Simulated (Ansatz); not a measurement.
What does this script print? It uses Ansatz's Python interface.

Contents of `c3h4clfo.yaml`:
```yaml
crystal:
  periodic: [false, false, false]
  atoms:
    - { symbol: F, position_ang: [-0.3621, -1.8574, 0.4468] }
    - { symbol: C, position_ang: [0.2717, -0.6555, 0.2515] }
    - { symbol: Cl, position_ang: [1.9473, -0.9061, 0.7079] }
    - { symbol: C, position_ang: [0.0965, 0.0416, -1.1074] }
    - { symbol: O, position_ang: [-0.8274, 1.0284, -0.5179] }
    - { symbol: C, position_ang: [-0.4227, 0.6128, 0.818] }
    - { symbol: H, position_ang: [-0.4947, -0.575, -1.8282] }
    - { symbol: H, position_ang: [0.9288, 0.5087, -1.5929] }
    - { symbol: H, position_ang: [-1.2796, 0.4095, 1.504] }
    - { symbol: H, position_ang: [0.2253, 1.3418, 1.321] }
basis:
  gaussian: { orbitals: def2-SVP }
hamiltonian:
  xc: pbe
```

Script `run_deck.py`:
```python
'''Run C3H4ClFO from an input written out key by key.'''

import ansatz as az

session = az.Session.from_deck('c3h4clfo.yaml')
report = session.plan(threads=1).execute().report

print(f'E = {report["free_energy_ev"]:.6f} eV = {report["free_energy_ev"] / 27.211386246:.7f} Ha')
print('converged:', report['converged'], ' doubts:', report['published_state_doubts'] or 'none')
symbols = ['F', 'C', 'Cl', 'C', 'O', 'C', 'H', 'H', 'H', 'H']
```

```console
$ python run_deck.py
E = -20437.417834 eV = -751.0612524 Ha
converged: True  doubts: none
```

Reading the output:
- Total energies depend on the basis set; only differences at equal settings carry meaning.
- The geometry is a force-field or estimated start, not a minimum of this method, and the basis set is short of its limit.
- Wall time of the script: 3.3 s on 1 thread of Arm Neoverse V1, on a shared host, peak memory 0.18 GiB.
